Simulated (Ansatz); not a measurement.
Abridged output of a molecular run in Ansatz:

```
Functional definition: HF
2098 factors; integrals over basis functions are off by at most 1.5e-3 eV
mean field evaluation 1: about -8517.3821 eV, gradient 4.2e1 eV
mean field evaluation 2: about -8517.3910 eV, gradient 4.2e1 eV
mean field evaluation 4: about -8522.8511 eV, gradient 4.6e0 eV
mean field evaluation 8: about -8522.9193 eV, gradient 9.7e-5 eV
mean field -8522.91931339 eV, -313.2115077250 hartree, gradient 2.0e-6 eV, S^2 0.000000; 0 other end points of the search recorded, 0 dependent functions left out
8 core orbitals not correlated: weight in the atoms' cores, before any rotation towards them, 1.000 or more for the frozen orbitals, at most 0.000 for the correlated occupied ones
reference -8522.91931339 eV, -313.2115077250 hartree; 25, 25 occupied and 169, 169 virtual orbitals, 2098 factors
second order -31.82515641 eV of doubles, -0.00000000 eV of singles
cycle   1  -33.82234921 eV  change    -2.0e0 eV  update   1.1e-1
cycle   2  -34.68765848 eV  change   -8.7e-1 eV  update   3.1e-2
cycle   3  -34.79310830 eV  change   -1.1e-1 eV  update   9.6e-3
cycle   4  -34.79750389 eV  change   -4.4e-3 eV  update   2.6e-3
cycle   5  -34.79910317 eV  change   -1.6e-3 eV  update   6.8e-4
cycle   6  -34.79930370 eV  change   -2.0e-4 eV  update   1.8e-4
cycle   7  -34.79933599 eV  change   -3.2e-5 eV  update   4.4e-5
perturbative correction -1.05748052 eV, -0.0388616925 hartree
Total energy: -8558.77612990 eV, -314.5292214272 hartree
```

Its atoms:

```xyz
26

C     2.580   -1.306   -0.937
C     1.630   -0.455   -0.109
C     0.421    0.074   -0.876
C     0.831    0.948   -2.053
C    -0.528    0.858    0.030
C    -1.107    0.127    1.239
C    -2.020    1.062    2.019
C    -1.849   -1.141    0.844
H     3.372   -1.727   -0.315
H     3.060   -0.731   -1.732
H     2.050   -2.140   -1.407
H     1.282   -1.050    0.740
H     2.174    0.396    0.320
H    -0.123   -0.791   -1.278
H    -0.048    1.339   -2.573
H     1.429    0.401   -2.784
H     1.421    1.805   -1.712
H    -0.004    1.757    0.383
H    -1.366    1.221   -0.580
H    -0.281   -0.156    1.903
H    -2.412    0.578    2.918
H    -2.875    1.368    1.407
H    -1.492    1.968    2.327
H    -1.191   -1.873    0.370
H    -2.299   -1.619    1.718
H    -2.655   -0.913    0.139
```

Question: Which basis set was used?
A. cc-pV(T+d)Z
B. def2-QZVPP
C. def2-TZVPPD
D. def2-SVP

Answer: D. It gives 202 functions.

Question: Write the keys of the input that set method, charge and spin (a neutral closed shell needs none for the last two).

Answer: 
```yaml
correlation: {method: ccsd_t}
```
